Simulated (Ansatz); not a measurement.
**NO+ (triplet): the correlation ladder at distance N1–O2 = 1.377 Å, 6-31G**

How much of the correlation energy of NO+ (triplet) does each wave-function method recover here?

The runs use Ansatz 0.2.0, Gaussian basis; 6-31G, core rule «outside noble gas», up to 2 orbitals frozen.

Plan: UHF; CCSD(T) on natural orbitals of UHF; CCSD(T) on UHF; BCCD(T) on natural orbitals of UHF; CISD as a restricted active space (open shells left free, so some higher excitations enter); CCSDT(Q) on natural orbitals of UHF; CCSDT(Q) on UHF; CISDTQ; CCSDTQ on natural orbitals of UHF; CCSDTQ on UHF; CASSCF and MRCISD+Q, 4 electrons in 4 orbitals; CASSCF and NEVPT2, 4 electrons in 4 orbitals; CASSCF and MRCISD+Q, 10 electrons in 8 orbitals; CASSCF and NEVPT2, 10 electrons in 8 orbitals; Full CI.

32 further runs of the same task are left out: 3 for a known fault of the program, 27 that didn't finish, 2 set aside as unsound or not needed. Runs told in other sessions of the task aren't counted.

### 1 What is computed

The geometry derives from a PBE0/def2-TZVP stationary point (not a proven minimum). One bond is set to the value named and the two fragments are kept rigid.

2 atoms, charge 1, spin multiplicity 3.

Atoms are counted from 1 here; the program's logs count them from 0.

Bond lengths: N1–O2 1.377 Å.

### 2 UHF

in.yaml reads:

```yaml
crystal:
  periodic: [false, false, false]
  atoms:
    - {symbol: N, position_ang: [0.000000, 0.000000, 0.000000]}
    - {symbol: O, position_ang: [0.000000, 0.000000, 1.377000]}
basis:
  gaussian: {orbitals: 6-31G}
total_charge: 1
magnetization: {spin_polarized: true, initial_magnetization: 2}
hamiltonian: {xc: hf}
output: {orbitals: {seedname: orbitals}}
```

Started as:

```console
ansatz run in.yaml --threads 1 --pin off --events-out ev --progress --plain --max-ram 2393MiB
```

The runs that follow: CCSD(T) on natural orbitals of UHF; CCSD(T) on UHF; BCCD(T) on natural orbitals of UHF; CISD as a restricted active space (open shells left free, so some higher excitations enter); CCSDT(Q) on natural orbitals of UHF; CCSDT(Q) on UHF; CISDTQ; CCSDTQ on natural orbitals of UHF; CCSDTQ on UHF; CASSCF and MRCISD+Q, 4 electrons in 4 orbitals; CASSCF and NEVPT2, 4 electrons in 4 orbitals; CASSCF and MRCISD+Q, 10 electrons in 8 orbitals; CASSCF and NEVPT2, 10 electrons in 8 orbitals; Full CI.

**Question.** What will the summary of the whole plan be? Wanted: FCI from the RHF energy; RMP2 from FCI; UMP2 from FCI; RCCSD from FCI; RCCSD(T) from FCI; UCCSD(T) from FCI; RCCSDT(Q) from FCI; UCCSDT(Q) from FCI; NEVPT2 pair from FCI.

As calculated:

| quantity | value |
| --- | --- |
| FCI from the ROHF energy | -6.7060 eV |
| RMP2 from FCI | +993.7 meV |
| UMP2 from FCI | +2697.6 meV |
| RCCSD from FCI | +866.2 meV |
| RCCSD(T) from FCI | +358.1 meV |
| UCCSD(T) from FCI | +366.8 meV |
| RCCSDT(Q) from FCI | -61.3 meV |
| UCCSDT(Q) from FCI | -103.2 meV |
| NEVPT2 pair from FCI | +939.0 meV |
| MRCISD+Q pair from FCI | +352.6 meV |
| NEVPT2 valence from FCI | +524.2 meV |
| levels within 1 kcal/mol (43 meV) | UCCSDT, RCCSDTQ, UCCSDTQ, MRCISD+Q valence |
| T1 diagnostic | 0.029 |
| effectively unpaired electrons | 2.75 |

RCCSD(T) misses by +358.1 meV, 5.3 % of the correlation energy. RCCSDT(Q), UCCSDT(Q) fall below full CI: unrestricted runs freeze a spin-polarised core, another one than full CI's, and coupled cluster isn't variational. The occupations show static correlation (2.75 effectively unpaired electrons where one determinant has 2). Of the multireference levels listed MRCISD+Q valence comes nearest in total energy (+25.0 meV), which doesn't show that its space is the better one. Coupled cluster took another determinant than the lowest Hartree-Fock one. These misses are within one basis, not against nature; the frozen cores of restricted and unrestricted runs differ, which can shift their rows.

Levels on UHF freeze UHF's core orbitals, full CI those of ROHF, so the U rows can settle a little off it for that reason alone.

With open shells the CI space here admits some higher excitations, so it is larger than plain CISD.
